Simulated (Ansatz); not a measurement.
Total energies of CS.

Bond lengths: C1–S2 1.529 Å.

Charge 0, multiplicity 1. The structure was optimised at the PBE0-D4/def2-TZVP level. Basis def2-TZVPP, Ansatz 0.2.0.

RPA on PBE orbitals: Hartree–Fock energy of these orbitals -435.32623 Eh, correlation -0.50255 Eh (frozen core).

```tsv
functional	energy without D4 (Eh)	D4 term (kJ/mol)
LDA (SPW92)	-434.50892	–
ωB97X-V	-436.16265	–
```

Give the same for PBE, revPBE, BLYP, r2SCAN, B97M-V, PBE0, B3LYP, r2SCANh, r2SCAN0, HSE06 (plane-wave form), BHLYP, CAM-B3LYP, LC-ωPBE, ωB97M-V, B2PLYP, PBE-QIDH. (Estimate.)

Computed: 
```json
{"functional": "PBE", "energy without D4 (Eh)": "-436.02076", "D4 term (kJ/mol)": "-2.4"}
{"functional": "revPBE", "energy without D4 (Eh)": "-436.16218", "D4 term (kJ/mol)": "-7.5"}
{"functional": "BLYP", "energy without D4 (Eh)": "-436.23762", "D4 term (kJ/mol)": "-5.4"}
{"functional": "r2SCAN", "energy without D4 (Eh)": "-436.18577", "D4 term (kJ/mol)": "-0.5"}
{"functional": "B97M-V", "energy without D4 (Eh)": "-436.13957", "D4 term (kJ/mol)": "–"}
{"functional": "PBE0", "energy without D4 (Eh)": "-436.04718", "D4 term (kJ/mol)": "-1.9"}
{"functional": "B3LYP", "energy without D4 (Eh)": "-436.25720", "D4 term (kJ/mol)": "-3.9"}
{"functional": "r2SCANh", "energy without D4 (Eh)": "-436.17989", "D4 term (kJ/mol)": "-0.5"}
{"functional": "r2SCAN0", "energy without D4 (Eh)": "-436.17156", "D4 term (kJ/mol)": "-0.6"}
{"functional": "HSE06 (plane-wave form)", "energy without D4 (Eh)": "-436.03797", "D4 term (kJ/mol)": "-1.8"}
{"functional": "BHLYP", "energy without D4 (Eh)": "-436.21151", "D4 term (kJ/mol)": "-3.1"}
{"functional": "CAM-B3LYP", "energy without D4 (Eh)": "-436.22526", "D4 term (kJ/mol)": "-2.0"}
{"functional": "LC-ωPBE", "energy without D4 (Eh)": "-436.07776", "D4 term (kJ/mol)": "–"}
{"functional": "ωB97M-V", "energy without D4 (Eh)": "-436.21138", "D4 term (kJ/mol)": "–"}
{"functional": "B2PLYP", "energy without D4 (Eh)": "-436.08636", "D4 term (kJ/mol)": "–"}
{"functional": "PBE-QIDH", "energy without D4 (Eh)": "-435.95449", "D4 term (kJ/mol)": "–"}
```

B3LYP takes the VWN-RPA correlation (the form of Gaussian; ORCA's B3LYP/G). HSE06 is the plane-wave form, built on full-range PBE exchange. The double hybrids freeze the cores in their second-order part.

LC-ωPBE has ω = 0.4 bohr⁻¹.
